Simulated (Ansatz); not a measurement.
Tetradymite Bi2Te3 was calculated with LDA (plane waves, PAW; Ansatz, a program for electronic structure).

Run with plane-wave cutoff 520 eV, 10×10×10 k mesh, Fermi–Dirac smearing 0.01 eV, scalar-relativistic PAW data made under PBE.

Starting structure:

```xyz
5
Lattice="2.1900 1.2644 10.1633 -2.1900 1.2644 10.1633 0.0000 -2.5288 10.1633" Properties=species:S:1:pos:R:3 pbc="T T T"
Bi     0.0000     0.0000    12.1960
Bi     0.0000     0.0000    18.2940
Te     0.0000     0.0000     0.0000
Te     0.0000     0.0000     6.4029
Te     0.0000     0.0000    24.0871
```

Task: Into what structure does the relaxation of cell and atoms lead at this level, with the symmetry of the start kept?

Result: The volume drops by 3.2 %; final space group R-3m.
```xyz
5
Lattice="2.1763 1.2565 9.9602 -2.1763 1.2565 9.9602 0.0000 -2.5130 9.9602" Properties=species:S:1:pos:R:3 pbc="T T T"
Bi     0.0000     0.0000    11.9594
Bi     0.0000     0.0000    17.9211
Te     0.0000     0.0000     0.0000
Te     0.0000     0.0000     6.2453
Te     0.0000     0.0000    23.6353
```
